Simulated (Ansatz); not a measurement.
# C6H12: one species, many methods

An exercise on one series of results from a longer session: the logs are not shown, and one member is left open.

Computed with Ansatz 0.2.0, Gaussian basis. Level: functionals in def2-TZVPP, the program's frozen cores in correlated methods.

Plan: PBE-D4, r2SCAN-D4, PBE0-D4, B3LYP-D4, ωB97X-V, ωB97M-V, B2PLYP; CCSD(T)/def2-TZVPP; MP2/def2-QZVPP; extrapolation to the limit.

### Structure used throughout

The geometry comes from an earlier relaxation with PBE0-D4 in a triple-zeta def2 set; it is a stationary point, not always the lowest conformer.

SMILES `C/C=C/C(C)C`, 18 atoms, charge 0, spin multiplicity 1.

Atoms are counted from 1 here; the program's logs count them from 0.

Bond lengths: C1–C2 1.490 Å, C1–H7 1.095 Å, C1–H8 1.092 Å, C1–H9 1.095 Å, C2–C3 1.327 Å, C2–H10 1.090 Å, C3–C4 1.496 Å, C3–H11 1.092 Å, C4–C5 1.526 Å, C4–C6 1.526 Å, C4–H12 1.097 Å, C5–H13 1.093 Å, C5–H14 1.092 Å, C5–H15 1.095 Å, C6–H16 1.092 Å, C6–H17 1.095 Å, C6–H18 1.093 Å. Angles: C2–C1–H7 111.2°, C2–C1–H8 111.4°, C2–C1–H9 111.2°, H7–C1–H8 108.1°, H7–C1–H9 106.6°, H8–C1–H9 108.1°, C1–C2–C3 125.2°, C1–C2–H10 116.4°, C3–C2–H10 118.4°, C2–C3–C4 125.5°, C2–C3–H11 118.8°, C4–C3–H11 115.6°, C3–C4–C5 110.7°, C3–C4–C6 110.7°, C3–C4–H12 107.9°, C5–C4–C6 110.7°, C5–C4–H12 108.4°, C6–C4–H12 108.4° and more.

Coordinates:

```xyz
18
charge 0, multiplicity 1
C     0.12100    1.98570   -2.14480
C    -0.15204    0.69361   -1.45434
C     0.10815    0.43799   -0.17862
C    -0.16307   -0.85629    0.52104
C    -1.15409   -0.65516    1.66412
C     1.13397   -1.47458    1.03544
H    -0.79828    2.42019   -2.55077
H     0.56915    2.71315   -1.46498
H     0.80113    1.84673   -2.99145
H    -0.60120   -0.09413   -2.05899
H     0.55807    1.22140    0.43450
H    -0.60955   -1.54495   -0.20626
H    -1.35841   -1.59943    2.17602
H    -2.10044   -0.24979    1.30007
H    -0.75298    0.04419    2.40435
H     1.83492   -1.65933    0.21876
H     1.62277   -0.80653    1.75148
H     0.94090   -2.42280    1.54440
```

The first run:

Input file in.yaml:

```yaml
crystal:
  periodic: [false, false, false]
  atoms:
    - {symbol: C, position_ang: [0.121004, 1.985702, -2.144803]}
    - {symbol: C, position_ang: [-0.152035, 0.693615, -1.454338]}
    - {symbol: C, position_ang: [0.108147, 0.437992, -0.178619]}
    - {symbol: C, position_ang: [-0.163072, -0.856290, 0.521040]}
    - {symbol: C, position_ang: [-1.154094, -0.655156, 1.664117]}
    - {symbol: C, position_ang: [1.133972, -1.474577, 1.035437]}
    - {symbol: H, position_ang: [-0.798276, 2.420190, -2.550775]}
    - {symbol: H, position_ang: [0.569154, 2.713155, -1.464977]}
    - {symbol: H, position_ang: [0.801127, 1.846729, -2.991445]}
    - {symbol: H, position_ang: [-0.601204, -0.094125, -2.058986]}
    - {symbol: H, position_ang: [0.558067, 1.221396, 0.434503]}
    - {symbol: H, position_ang: [-0.609551, -1.544945, -0.206263]}
    - {symbol: H, position_ang: [-1.358414, -1.599432, 2.176024]}
    - {symbol: H, position_ang: [-2.100436, -0.249793, 1.300067]}
    - {symbol: H, position_ang: [-0.752978, 0.044195, 2.404355]}
    - {symbol: H, position_ang: [1.834919, -1.659334, 0.218760]}
    - {symbol: H, position_ang: [1.622774, -0.806529, 1.751485]}
    - {symbol: H, position_ang: [0.940898, -2.422802, 1.544399]}
basis:
  gaussian: {orbitals: def2-TZVPP}
hamiltonian: {xc: pbe, dispersion: d4}
output: {forces: true, orbitals: {seedname: orbitals}}
```

Run with:

```
$ ansatz run in.yaml --threads 2 --pin off --events-out ev --progress --plain --max-ram 32768MiB --backend cuda --devices 0, --max-vram 18GiB
```

Steps of the session up to this table: PBE-D4 (GGA); r2SCAN-D4 (meta-GGA); PBE0-D4 (hybrid); B3LYP-D4 (hybrid); ωB97X-V (range-separated); ωB97M-V (range-separated); B2PLYP (double hybrid); CCSD(T) in def2-TZVPP; MP2 in def2-QZVPP.

One of the session's tables, all rows but one given; the rest of the session is left out.

It belongs to the step «Atomisation energies». 

```
            method  atomisation energy (eV)
            PBE-D4                   77.217
         r2SCAN-D4                   75.942
           PBE0-D4                   76.364
          B3LYP-D4                   75.889
           ωB97X-V                   75.785
           ωB97M-V                   75.938
            B2PLYP                   75.136
     HF/def2-TZVPP                   57.600
    MP2/def2-TZVPP                   74.915
   CCSD/def2-TZVPP                   73.293
CCSD(T)/def2-TZVPP                   74.196
           MP2/CBS                        ?
       CCSD(T)/CBS                   75.722
```

Estimate the missing values for MP2/CBS.

As computed: atomisation energy (eV): 76.441. In the column «atomisation energy (eV)» it lies between PBE0-D4 (76.364) and PBE-D4 (77.217).
